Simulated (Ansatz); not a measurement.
```yaml
crystal:
  periodic: [false, false, false]
  atoms:
    - {symbol: Mo, position_ang: [0.000000, 0.000000, -0.033560]}
    - {symbol: O, position_ang: [0.000000, 0.000000, -1.834347]}
    - {symbol: F, position_ang: [0.000000, 0.000000, 1.867907]}
basis:
  gaussian: {orbitals: def2-TZVP}
magnetization: {spin_polarized: true, initial_magnetization: 5}
hamiltonian: {xc: pbe0}
relax: {f_tol: 0.004, max_steps: 80}
```

```sh
$ ansatz run in.yaml --threads 1 --pin off --events-out ev --progress --plain --max-ram 2176MiB
```

Steps of the relaxation (energy above the last step; positions in Å, forces in eV/Å):

```
3
step 1, 436.4 meV
Mo    0.000    0.000   -0.034    0.000    0.000    5.305
O     0.000    0.000   -1.834    0.000    0.000   -5.701
F     0.000    0.000    1.868    0.000    0.000    0.396
```

```
3
step 2, 25.9 meV
Mo    0.000    0.000    0.006    0.000    0.000    1.354
O     0.000    0.000   -1.926    0.000    0.000   -1.022
F     0.000    0.000    1.920    0.000    0.000   -0.332
```

```
3
step 3, 1.0 meV
Mo    0.000    0.000    0.023    0.000    0.000    0.278
O     0.000    0.000   -1.948    0.000    0.000   -0.133
F     0.000    0.000    1.925    0.000    0.000   -0.144
```

```
3
step 4, 0.0 meV
Mo    0.000    0.000    0.027    0.000    0.000    0.000
O     0.000    0.000   -1.950    0.000    0.000   -0.003
F     0.000    0.000    1.923    0.000    0.000    0.003
```

Close pairs at the end: Mo1–F3 1.895 Å, Mo1–O2 1.978 Å.

A stationary point of unrestricted PBE0 after 4 steps, with ⟨S²⟩ = 8.764 against 8.75 for a pure state; no frequencies were run, so it isn't proven a minimum. 38 s on 1 thread of Arm Neoverse V2, shared host.
